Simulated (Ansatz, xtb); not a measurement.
**Isomers of C3H3NS in order of energy**

3 gas-phase structures of C3H3NS, from a drawn sample of its isomers (lower ones may exist). Each was relaxed with GFN2-xTB:

A. `N#C/C=C\S`, a singlet
B. `N#C/C=C/S`, a singlet
C. `C=C(S)C#N`, a singlet

Q: Make a reasoned guess at their ranking by r2SCAN-D4/def2-SVP single-point energy.

A: Calculated order at r2SCAN-D4/def2-SVP: B (0.000), A (0.001), C (0.202) eV. Less than 1 kcal/mol parts B and A, so the order within that pair means little.

Energies above the lowest of each column, in eV; the last columns are at PBE-D3(BJ)/def2-SVP geometries:

```tsv
structure	GFN2-xTB	HF/STO-3G	r2SCAN-D4/def2-SVP	PBE-D3(BJ)/def2-SVP	CCSD(T)/def2-SVP + ΔMP2/def2-TZVPP
B	0.000	0.000	0.000	0.000	0.009
A	0.116	0.047	0.001	0.014	0.000
C	0.181	0.173	0.202	0.203	0.115
```

CCSD(T)/def2-SVP + ΔMP2/def2-TZVPP has A and B within 1 kcal/mol of each other at the bottom, and every level picks one of them. CCSD(T)/def2-SVP + ΔMP2/def2-TZVPP orders those it was run on as A (0.000), B (0.009), C (0.115) eV. Less than 1 kcal/mol parts A and B, so the order within that pair means little. Flexible structures stand in one conformer each, not always the lowest. ΔMP2 is the change of the MP2 energy from the smaller to the larger basis.

Programs: Ansatz 0.2.0, xtb 6.7.1.
